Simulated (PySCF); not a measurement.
Identify the unknown among the candidates.

| technique | computed result |
| --- | --- |
| Dipole | 0.00 D [PBE0/def2-SVPD] |
| UV, strongest line | among the 8 lowest singlet transitions: S3 at 8.71 eV (142 nm, f = 0.039) [TDDFT PBE0/def2-SVPD] |
| Rotational structure | rotational constants A, B, C: 14.549, 1.156, 1.116 GHz [GFN2-xTB] |
| UV, first state | lowest singlet excitation: 8.31 eV (149 nm, f = 0.000) [TDDFT PBE0/def2-SVPD] |
| Polarisability | 75.7 au [PBE0/def2-SVPD] |
| Triplet | lowest triplet excitation (Tamm–Dancoff): 8.21 eV [TDA PBE0/def2-SVPD] |

Electronic properties: PySCF, gas phase, density fitting. Levels stand in brackets. Geometry: GFN2-xTB, one conformer, isolated molecule.

Problem. Which candidate is it?
A. `CCCCCC` (n-hexane)
B. `CCCC(C)C` (2-methylpentane)
C. `C=CC(C)(C)C` (3,3-dimethyl-1-butene)
D. `CCC(F)(F)F` (1,1,1-trifluoropropane)

Solution. A. It is `CCCCCC`. Numbering: `[CH3:1][CH2:2][CH2:3][CH2:4][CH2:5][CH3:6]`. Its formula, C6H14, gives 0 degrees of unsaturation, so no ring and no π bond. The vanishing dipole is forced by symmetry. The optimised geometry has point group C2h and is an asymmetric top.

The others, at the same levels:
- `CCCC(C)C` fails: its computed strongest line among the 8 lowest singlet transitions is S1 at 8.36 eV (148 nm, f = 0.031) (against S3 at 8.71 eV), rotational constant A is 6.697 GHz (against 14.549 GHz) and smallest rotational constant is 1.492 GHz (against 1.116 GHz).
- `C=CC(C)(C)C` fails: its computed lowest singlet excitation is 7.08 eV (175 nm, f = 0.051) (against 8.31 eV), lowest triplet excitation (Tamm–Dancoff) is 4.54 eV (against 8.21 eV) and strongest line among the 8 lowest singlet transitions is S2 at 7.53 eV (165 nm, f = 0.422) (against S3 at 8.71 eV).
- `CCC(F)(F)F` fails: its computed lowest singlet excitation is 9.80 eV (126 nm, f = 0.005) (against 8.31 eV), lowest triplet excitation (Tamm–Dancoff) is 9.52 eV (against 8.21 eV) and static isotropic polarisability is 40.6 au (against 75.7 au).

Each candidate is one conformer, not necessarily the lowest. Dipoles, sizes and rotational constants follow the conformer. The torsions of the flexible species, by atom-mapped SMILES:
- `[CH3:1][CH2:2][CH2:3][CH2:4][CH2:5][CH3:6]`: C1–C2–C3–C4 180°, C2–C3–C4–C5 180°, C3–C4–C5–C6 180°
- `[CH3:1][CH2:2][CH2:3][CH:4]([CH3:5])[CH3:6]`: C1–C2–C3–C4 -174°, C2–C3–C4–C5 174°
- `[CH2:1]=[CH:2][C:3]([CH3:4])([CH3:5])[CH3:6]`: C1–C2–C3–C4 121°
- `[CH3:1][CH2:2][C:3]([F:4])([F:5])[F:6]`: C1–C2–C3–F4 -60°
